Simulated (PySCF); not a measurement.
C₆H₁₀.
Numbering: `[CH2:1]1[CH2:2][C@H:3]2[CH2:4][C@@H:5]1[CH2:6]2` (hydrogens: H7, H8 on C1; H9, H10 on C2; H11 on C3; H12, H13 on C4; H14 on C5; H15, H16 on C6)

Geometry (PBE0-D3(BJ)/def2-SVP, Å), atoms numbered from 1 in this order:
```
atom  x, y, z in Å
C1    -1.1885    0.0024   -0.6783
C2    -1.0524   -0.1424    0.8629
C3     0.4743   -0.0705    0.9804
C4     0.9285   -0.9911   -0.1750
C5     0.2958    0.1196   -1.0436
C6     0.8151    1.1007    0.0314
H7    -1.6640   -0.8720   -1.1488
H8    -1.7619    0.8940   -0.9754
H9    -1.5511    0.6694    1.4147
H10   -1.4533   -1.0964    1.2390
H11    0.9064   -0.1471    1.9883
H12    2.0230   -1.0345   -0.2757
H13    0.5013   -2.0062   -0.2329
H14    0.5452    0.2377   -2.1078
H15    0.2839    2.0574    0.1682
H16    1.8978    1.2786   -0.0474
```

Method used: core-valence-separated Tamm–Dancoff BHandHLYP/aug-pcX-1 (pcseg-1 on H) in PySCF, non-relativistic, gas phase, PBE0-D3(BJ)/def2-SVP geometry. No empirical shift is added; at this level the pattern usually sits a few eV under experiment.

(1) List the carbon K-edge absorption lines.

Answers

(1) 
```
E (eV)       f  core hole on          main final orbital
285.50  0.0293         C1/C2    LUMO (2 roots, f summed)
285.57  0.0244         C4/C6    LUMO (2 roots, f summed)
285.85  0.0315         C3/C5    LUMO (2 roots, f summed)
285.94  0.0499         C1/C2  LUMO+2 (2 roots, f summed)
286.10  0.0527         C4/C6  LUMO+6 (2 roots, f summed)
286.28  0.0229         C4/C6  LUMO+1 (2 roots, f summed)
286.50  0.0071         C1/C2  LUMO+1 (2 roots, f summed)
286.61  0.0317         C3/C5  LUMO+2 (2 roots, f summed)
286.78  0.0003         C1/C2    LUMO (2 roots, f summed)
286.81  0.0122         C3/C5  LUMO+1 (2 roots, f summed)
286.85  0.0035         C4/C6  LUMO+2 (2 roots, f summed)
287.09  0.0019         C3/C5  LUMO+3 (2 roots, f summed)
```

The first line with a tenth or more of the strongest one's intensity is at 285.50 eV (f = 0.029, sum of 2), with the hole on C1/C2 (ring CH2 carbon). The strongest listed is at 286.10 eV (f = 0.053, sum of 2; C4/C6).

Roots within 0.03 eV whose holes lie on the same, on equivalent or on shared atoms are summed into one line, and the highest roots are left out, as the search may have cut off their partners. Final orbitals are the ground state's empty Kohn–Sham orbitals.

Problem. What are the wavelength and the wavenumber of the 285.85 eV line?

Solution. λ = 12398.42 eV Å/285.85 eV = 43.374 Å; 2.3055 × 10⁶ cm⁻¹.

The list ends where the root search ended, not at a threshold.

The run took 44 s on one thread of an Arm Neoverse N1, shared host, and the process peaked at 1.0 GiB of memory.
